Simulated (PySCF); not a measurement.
Gas-phase reaction: 2 N + N₂H₂ + i-Si₄H₁₀ = 4 HSiNH₂

Method: PySCF energies plus ideal-gas RRHO corrections (1 bar). † marks an energy on the PBE0/def2-TZVP geometry and frequencies; other levels use their own. MP2 freezes the core. 6-31G* has spherical d functions here. Open shells (unrestricted): N (multiplicity 4); the rest are closed-shell singlets. HSiNH₂: computed as isolated molecules; such fragments, hydroxides, amides, oligomers or adducts are transient or little studied in the gas. MP2 isn't extrapolated to the basis-set limit.

```csv
level,"ΔH°(298 K), kJ"
BLYP/def2-TZVP†,-929
HF/6-31G*,-255
HF/def2-TZVP†,-331
M06-2X/def2-TZVP†,…
MP2/def2-TZVPP†,…
ωB97M-V/def2-TZVP†,-885
ωB97X-V/def2-TZVP†,…
```

Q: Some entries are withheld; supply them.

A: 
- M06-2X/def2-TZVP†, ΔH°(298 K), kJ: -883
- MP2/def2-TZVPP†, ΔH°(298 K), kJ: -831
- ωB97X-V/def2-TZVP†, ΔH°(298 K), kJ: -802
